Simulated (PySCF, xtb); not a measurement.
difluoromethane (CH₂F₂), SMILES FCF.

Harmonic wavenumbers (cm⁻¹) from GFN2-xTB in xtb at its own minimum, in rising order: 479, 1061, 1064, 1075, 1204, 1307, 1406, 2920, 2922.

Task: What does TPSSh-D3(BJ)/def2-TZVP (PySCF) give at its own minimum? (The exact figures need the calculation; the answer reports its results.)

Result: 517, 1073, 1106, 1181, 1265, 1456, 1536, 3047, 3121. Paired by order, the mean absolute difference is 96 cm⁻¹ and the zero-point energies are 19.2 and 20.4 kcal/mol.
